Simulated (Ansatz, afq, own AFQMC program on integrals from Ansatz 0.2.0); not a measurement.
AFQMC on a folder of integrals that Ansatz 0.2.0 wrote.

```yaml
crystal:
  periodic: [false, false, false]
  atoms:
    - {symbol: B, position_ang: [-0.020073, -0.000245, 0.000004]}
    - {symbol: H, position_ang: [1.448818, 0.017672, -0.000313]}
    - {symbol: H, position_ang: [-0.629368, 1.025967, -0.002833]}
    - {symbol: H, position_ang: [-0.604154, -1.041014, 0.003099]}
basis:
  gaussian: {orbitals: cc-pVDZ}
magnetization: {spin_polarized: false}
correlation: {method: ccsd_t, electrons: outside_noble_gas, hamiltonian_folder: ham}
```

```sh
$ ansatz run in.yaml --threads 1 --pin off --events-out ev --progress --plain --max-ram 16896MiB --backend cuda --devices 0, --max-vram 18GiB
```

afq runs on the folder ham with

```
--method phaseless --trial cisd --walkers 160 --populations 1 --least-time 40 --time-step 0.01 --steps-per-block 25 --equilibration-blocks 24 --max-blocks 80 --target-error 0.00058 --factor-cut 1e-05 --seed 197 --taylor-order 6
```

Times are imaginary, in 1/Eh. The walk had a cap of 60 s.

```
orbitals 28  electrons 3 3  factors 203 of 260
reference energy -26.36792575 Eh
CCSD correlation -0.11877373 Eh in 9 cycles, weight of the determinant in the CISD state 0.9373
energy of the start -26.486698 Eh
 block  time / (1/Eh)  mean weight  energy / Eh
     1     0.250  1.0003  -26.486030
     2     0.500  1.0005  -26.486479
     3     0.750  1.0012  -26.487063
     4     1.000  0.9979  -26.487422
     5     1.250  0.9990  -26.487945
    10     2.500  1.0009  -26.488794
    19     4.750  0.9994  -26.487713
    29     7.250  0.9997  -26.489246
    39     9.750  1.0012  -26.489376
    49    12.250  0.9987  -26.489477
    59    14.750  0.9990  -26.487939
    69    17.250  0.9992  -26.488543
    77    19.250  0.9995  -26.487623
    79    19.750  0.9995  -26.488153
    89    22.250  0.9984  -26.489000
    91    22.750  0.9990  -26.490794
    99    24.750  0.9997  -26.488762
   103    25.750  0.9991  -26.490370
blocks merged  error / Eh  count
     1  0.000072  80
     2  0.000090  40
     4  0.000115  20
     8  0.000140  10
energy -26.488771 +/- 0.000115 Eh
(rows thinned)
```

Problem. Estimate how long the walk took on 1 × NVIDIA H100 80GB HBM3 with 2 threads of AMD EPYC 7R13 Processor (Zen 3) (shared host) (the card was shared).

Solution. 7.7 s of wall time.

The run failed at least one of its tests; the cautions name the faults.

Against this walk (error 3.1 meV) on the same determinant: CCSD(T) 8.4 meV higher, CCSDT(Q) 4.4 meV lower (within the noise), CCSDTQ 4.6 meV lower (within the noise), full CI 4.6 meV lower (within the noise), a separate phaseless walk with a CISD trial and standard settings 4.0 ± 3.3 meV lower (within the noise). The error is statistical and leaves out the bias of the constraint.

Cautions: constraint bias not in the error; error not settled; the sampling time fell short of the least asked; the time-step error isn't removed.

CCSDT and higher add their correlation energy to the determinant of the CCSD(T) run, since their own runs factorise the integrals more tightly (a shift of under 2 meV). A walk keeps the symmetry of its determinant, which the program's search chose and which needn't be the lowest solution, so a lower state of the same spin and another symmetry isn't excluded.
